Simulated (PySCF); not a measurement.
Isomers of C3H6O2S, mass 106.009 u with the commonest isotopes. Level of theory: PySCF, PBE0-D3(BJ)/def2-SVP geometry optimisation, gas phase. One conformer each, none proved a minimum here; rigid rotors.

Task: Order these by rotational constant A, largest first.
A. `[CH2:1]=[CH:2][S:3]([CH3:4])(=[O:5])=[O:6]` with C1–C2–S3–C4 -115°
B. `[CH3:1][O:2][C:3](=[S:4])[O:5][CH3:6]` with C1–O2–C3–S4 0°, O2–C3–O5–C6 0°
C. `[O:1]=[S:2]1(=[O:3])[CH2:4][CH2:5][CH2:6]1` with O1–S2–C4–C5 126°, S2–C4–C5–C6 -17°, C4–C5–C6–S2 17°, O1–S2–C6–C5 -126° (thietane 1,1-dioxide)

Result: C (4965 MHz), A (4435 MHz), B (3938 MHz).

Task: Order these by radius of gyration √(Σ m r²/M), largest first.
A. `[O:1]=[S:2]1(=[O:3])[CH2:4][CH2:5][CH2:6]1` with O1–S2–C4–C5 126°, S2–C4–C5–C6 -17°, C4–C5–C6–S2 17°, O1–S2–C6–C5 -126°
B. `[CH2:1]=[CH:2][S:3]([CH3:4])(=[O:5])=[O:6]` with C1–C2–S3–C4 -115°
C. `[CH3:1][O:2][C:3](=[S:4])[O:5][CH3:6]` with C1–O2–C3–S4 0°, O2–C3–O5–C6 0°

Result: C (1.744 Å), B (1.569 Å), A (1.485 Å).

Task: Order these by rotational constant C, largest first.
A. `[CH3:1][O:2][C:3](=[S:4])[O:5][CH3:6]` with C1–O2–C3–S4 0°, O2–C3–O5–C6 0°
B. `[O:1]=[S:2]1(=[O:3])[CH2:4][CH2:5][CH2:6]1` with O1–S2–C4–C5 126°, S2–C4–C5–C6 -17°, C4–C5–C6–S2 17°, O1–S2–C6–C5 -126°
C. `[CH2:1]=[CH:2][S:3]([CH3:4])(=[O:5])=[O:6]` with C1–C2–S3–C4 -115°

Result: B (2682 MHz), C (2472 MHz), A (1583 MHz).

```tsv
SMILES	point group	Ia (u·Å²)	Ib (u·Å²)	Ic (u·Å²)	κ	μa (D)	μb (D)	μc (D)
COC(=S)OC	Cs	128.34	197.40	319.32	-0.17	2.35	3.37	0.01
C=CS(C)(=O)=O	C1	113.94	203.47	204.45	-0.99	1.88	0.53	4.00
O=S1(=O)CCC1	Cs	101.78	177.18	188.45	-0.85	4.67	0.85	0.00
```
